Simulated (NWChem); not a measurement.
System: hydrogen chloride (HCl); SMILES Cl

Parts of the log:

```
             Northwest Computational Chemistry Package (NWChem) 7.3.0
             --------------------------------------------------------

 ORDER OF PRIMARY AXIS IS BEING SET TO 4
 C4V symmetry detected

                             Geometry "geometry" -> ""
                             -------------------------

 Output coordinates in angstroms (scale by  1.889725989 to convert to a.u.)

  No.       Tag          Charge          X              Y              Z
 ---- ---------------- ---------- -------------- -------------- --------------
    1 Cl                  17.0000     0.00000000     0.00000000     0.07139944
    2 H                    1.0000     0.00000000     0.00000000    -1.21379056

 Effective nuclear repulsion energy (a.u.)       6.9997535252

      Symmetry information
      --------------------

 Group name             C4v
 Group number             18
 Group order               8
 No. of unique centers     2

                                Z-matrix (autoz)
                                --------

 Units are Angstrom for bonds and degrees for angles

      Type          Name      I     J     K     L     M      Value
      ----------- --------  ----- ----- ----- ----- ----- ----------
    1 Stretch                  1     2                       1.28519

                           NWChem Geometry Optimization
                           ----------------------------

 maximum gradient threshold         (gmax) =   0.000450
 rms gradient threshold             (grms) =   0.000300
 maximum cartesian step threshold   (xmax) =   0.001800
 rms cartesian step threshold       (xrms) =   0.001200
 fixed trust radius                (trust) =   0.300000
 source of zmatrix                         =   autoz

          -------------------
          Energy Minimization
          -------------------

 Using diagonal initial Hessian
 Scaling for Hessian diagonals: bonds = 1.00  angles = 0.25  torsions = 0.10

          --------
          Step   0

                                 NWChem DFT Module
                                 -----------------

[...]

      ----------------------
      Optimization converged
      ----------------------

  Step       Energy      Delta E   Gmax     Grms     Xrms     Xmax
  ---- ---------------- -------- -------- -------- -------- --------
@    2    -460.79227485 -2.6D-09  0.00000  0.00000  0.00001  0.00002
                                     ok       ok       ok       ok

                                Z-matrix (autoz)
                                --------

 Units are Angstrom for bonds and degrees for angles

      Type          Name      I     J     K     L     M      Value     Gradient
      ----------- --------  ----- ----- ----- ----- ----- ---------- ----------
    1 Stretch                  1     2                       1.28946    0.00000

                         Geometry "geometry" -> "geometry"
                         ---------------------------------

 Output coordinates in angstroms (scale by  1.889725989 to convert to a.u.)

  No.       Tag          Charge          X              Y              Z
 ---- ---------------- ---------- -------------- -------------- --------------
    1 Cl                  17.0000     0.00000000     0.00000000     0.07353545
    2 H                    1.0000     0.00000000     0.00000000    -1.21592656

 Effective nuclear repulsion energy (a.u.)       6.9765632626

      Symmetry information
      --------------------

 Group name             C4v
 Group number             18
 Group order               8
 No. of unique centers     2

                Final and change from initial internal coordinates
                --------------------------------------------------

                                Z-matrix (autoz)
                                --------

 Units are Angstrom for bonds and degrees for angles

[...]

 Rotational Constants
 --------------------
 A=   0.000000 cm-1  (  0.000000 K)
 B=  10.349933 cm-1  ( 14.890912 K)
 C=  10.349933 cm-1  ( 14.890912 K)

 Temperature                      =   298.15K
 frequency scaling parameter      =   1.0000

 Linear Molecule

 Zero-Point correction to Energy  =    4.197 kcal/mol  (  0.006688 au)
 Thermal correction to Energy     =    5.677 kcal/mol  (  0.009048 au)
 Thermal correction to Enthalpy   =    6.270 kcal/mol  (  0.009991 au)

 Total Entropy                    =   44.593 cal/mol-K
   - Translational                =   36.654 cal/mol-K (mol. weight =  35.9767)
   - Rotational                   =    7.939 cal/mol-K (symmetry #  =        1)
   - Vibrational                  =    0.000 cal/mol-K

 Cv (constant volume heat capacity) =    4.966 cal/mol-K
   - Translational                  =    2.979 cal/mol-K
   - Rotational                     =    1.986 cal/mol-K
   - Vibrational                    =    0.000 cal/mol-K

[normal modes left out]

 ----------------------------------------------------------------------------
 Normal Eigenvalue ||           Projected Infra Red Intensities
  Mode   [cm**-1]  || [atomic units] [(debye/angs)**2] [(KM/mol)] [arbitrary]
 ------ ---------- || -------------- ----------------- ---------- -----------
    1       -0.000 ||    0.000000           0.000         0.000       0.000
    2        0.000 ||    0.001606           0.037         1.566       0.771
    3        0.000 ||    0.001606           0.037         1.566       0.771
    4        0.000 ||    0.055732           1.286        54.331      26.747
    5        0.000 ||    0.055732           1.286        54.331      26.747
    6     2937.194 ||    0.010345           0.239        10.085       4.965
 ----------------------------------------------------------------------------
```

Level: B3LYP/6-31G* (spherical d). 

Reconstruct the input file.

One answer among several that fit: the input that was run:
```
start job
memory heap 200 mb stack 900 mb global 1100 mb
geometry units angstroms
  Cl     0.000000     0.000000     0.075025
  H      0.000000     0.000000    -1.210165
end
basis spherical
  * library 6-31g*
end
dft
  xc b3lyp
  iterations 150
end
driver
  maxiter 120
end
task dft optimize
task dft freq
```
